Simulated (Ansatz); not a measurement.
Process, species as SMILES: F[CH2] (CH2-F) → C atom + F atom + 2 H atom
B3LYP-D3(BJ)/def2-TZVP geometries, fixed; electronic energies without zero-point terms.

Basis-set convergence of the atomisation energy at wB97M-V with Ansatz (a first-principles code). All functions are spherical. The program fits the integrals of some runs and decomposes those of others, by size. Open shells are unrestricted. The functional holds VV10 correlation; no added dispersion term, no relativity. Functions are those of the species that has most. Reference: the value in aug-pcseg-3, 315.08 kcal/mol, itself unsure by roughly 0.31 kcal/mol (its mean distance from aug-cc-pVQZ, cc-pV5Z, def2-QZVPPD). Deviations are taken from unrounded values.

| basis | functions | atomisation energy (kcal/mol) | minus reference (kcal/mol) |
|---|---|---|---|
| STO-3G | 12 | 366.17 | 51.08 |
| cc-pVDZ | 38 | 310.99 | -4.10 |
| def2-SVP | 38 | 319.16 | 4.08 |
| def2-TZVP | 74 | 314.01 | -1.08 |
| def2-TZVPP | 90 | 314.70 | -0.39 |
| def2-TZVPD | 95 | 314.24 | -0.84 |
| def2-TZVPPD | 111 | 314.85 | -0.23 |
| 6-311++G(3df,3pd) | 114 | 315.70 | 0.62 |
| cc-pVQZ | 170 | 314.94 | -0.14 |
